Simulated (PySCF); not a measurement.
**The electron affinity along group 15**

Calculated with PySCF 2.14 from differences of total energies of unrestricted determinants, without spin-orbit coupling. Values in eV. The last column holds reference values (measured affinities from photodetachment; the arrow runs from anion to atom). Unmarked ones compare directly (S terms, centres of terms, or small fine structure); those marked * lie between the lowest fine-structure levels and include a spin-orbit shift.

```
                              element                                   configurations     UHF    LDA  r2SCAN  MP2 (valence)  MP2 (valence and next inner shell)  SCS-MP2 (valence and next inner shell)  reference
   P (aug-cc-pCVTZ-DK, spin-free X2C)                      [Ne] 3s2 3p4 → [Ne] 3s2 3p3  -0.334  1.026   0.767          0.458                               0.448                                   0.520    0.747 *
Sb (aug-cc-pwCVTZ-DK3, spin-free X2C)            [Kr] 4d10 5s2 5p4 → [Kr] 4d10 5s2 5p3  -0.053  1.193   0.926          0.617                               0.627                                   0.668    1.047 *
Bi (aug-cc-pwCVTZ-DK3, spin-free X2C)  [Xe] 4f14 5d10 6s2 6p4 → [Xe] 4f14 5d10 6s2 6p3  -0.179  1.147   0.805          0.516                               0.593                                   0.609    0.942 *
```

The highest occupied level of the anion is positive for P⁻ at LDA, r2SCAN; Sb⁻ at LDA, r2SCAN; Bi⁻ at LDA, r2SCAN, so there the basis helps to hold the electron.

For Bi a determinant mixes LS terms or the coupling is close to jj, so these rows are model values.

"Valence" correlates the outer s and p shells and, in groups 3 to 12 and the f block, the outer d or f shell, open or full, or the next shell where the ion has no valence electron left; the wider scheme adds the next inner shell.
